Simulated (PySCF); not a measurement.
Species: `C=C(C=O)F`. The columns A, B, C and D hold Mulliken, IAO, Hirshfeld and ESP-fitted charges (e) of one PBE0/pcSseg-1 density (PySCF), in a shuffled order. Coordinates in Å (PBE0-D3(BJ)/def2-SVP); the density's dipole moment is (-1.00, 0.97, 0.45) D.

```tsv
atom	x	y	z	A	B	C	D
C1	-1.348	-0.321	0.318	-0.309	-0.166	-0.086	-0.497
C2	-0.199	0.278	0.009	+0.234	+0.104	+0.073	+0.231
F3	-0.021	1.593	0.117	-0.262	-0.262	-0.076	-0.183
C4	1.005	-0.437	-0.487	+0.235	+0.243	+0.119	+0.377
O5	1.055	-1.628	-0.651	-0.374	-0.337	-0.209	-0.417
H6	-2.209	0.244	0.677	+0.176	+0.152	+0.066	+0.236
H7	-1.406	-1.404	0.201	+0.187	+0.163	+0.064	+0.221
H8	1.871	0.238	-0.698	+0.114	+0.104	+0.048	+0.032
```

Which column most likely holds the ESP-fitted charges?

D. Σ q r misses the density's dipole by 0.01 D (D), 0.42 D (C), 0.69 D (A), 1.30 D (B). Charges fitted to the outside potential are the only set here that is tied to the molecule's multipoles.

And the Hirshfeld charges?

C. The mean sizes are 0.093 e (C), 0.191 e (B), 0.237 e (A), 0.274 e (D), and Hirshfeld charges are commonly the smallest of these schemes.

As computed, A = IAO, B = Mulliken, C = Hirshfeld, D = ESP-fitted. Hydrogens on carbon: IAO +0.11 to +0.19, Mulliken +0.10 to +0.16, Hirshfeld +0.05 to +0.07, ESP-fitted +0.03 to +0.24 e.

The Hirshfeld scheme divides the density at each point in proportion to the densities of the neutral, spherically averaged free atoms. The Mulliken scheme gives each basis function's population to the atom it is centred on and halves the overlap population of two atoms between them.

Isolated species at its PBE0-D3(BJ)/def2-SVP geometry (one conformer only).

Shape of the structure used: `[CH2:1]=[C:2]([F:3])[CH:4]=[O:5]`: C1–C2–C4–O5 0°.
